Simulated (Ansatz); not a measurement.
## How the band gap of Cs₂AgSbCl₆ (Fm-3m, No. 225) moves with the method

No measured value is used here.

```tsv
level (code)	value (eV)
LDA (Ansatz)	1.14
PBEsol (Ansatz)	(withheld)
r²SCAN+SOC (Ansatz)	1.60 (indirect)
HSE06+SOC (Ansatz)	2.16 (indirect)
PBE0 (Ansatz)	2.87
```

Question: Fill in the missing entries.

Answer: 
- PBEsol (Ansatz, a first-principles code), value (eV): 1.20

Computed values are for a static lattice. Levels without +SOC have no spin–orbit coupling; where heavier elements are present it shifts gaps, mostly down, and can invert bands.  r²SCAN+SOC: the gap is read on the k mesh or supercell of the run alone and can be too large. Values are at the measured cell. Cutoffs and k meshes differ between the levels. Ansatz's density-functional and Hartree–Fock values are scalar-relativistic unless marked +SOC, with PAW data made under PBE.
